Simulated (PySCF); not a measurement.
Predicted microwave data (PBE0-D3(BJ)/def2-SVP geometry optimisation, gas phase in PySCF 2.14.0) for one isomer of [C3H3]+:

```
Rotational constants                         : A = 30605, B = 30605, C = 15303 MHz
Dipole components (about the centre of mass) : |μa| = 0.00 D, |μb| = 0.00 D, |μc| = 0.00 D
Inertial defect                              : 0.00 u·Å²
κ                                            : 1.00
```

Question: Which candidate fits, each taken in the one conformer that was computed?
A. `C#C[CH2+]`
B. `c1c[cH+]1`

Answer: B. It is c1c[cH+]1, an oblate symmetric top, point group D3h. The candidates at the same level (rigid rotor, commonest isotopes):

| SMILES | A (MHz) | B (MHz) | C (MHz) | μa (D) | μb (D) | μc (D) | Δ (u·Å²) | point group | rotor |
| --- | --- | --- | --- | --- | --- | --- | --- | --- | --- |
| c1c[cH+]1 | 30605 | 30605 | 15303 | 0.00 | 0.00 | 0.00 | 0.00 | D3h | oblate symmetric top |
| C#C[CH2+] | 279328 | 9591 | 9272 | 0.56 | 0.00 | 0.00 | 0.00 | C2v | near-prolate asymmetric top |

`C#C[CH2+]` has A 813 % too high. No structure here is proved a minimum.
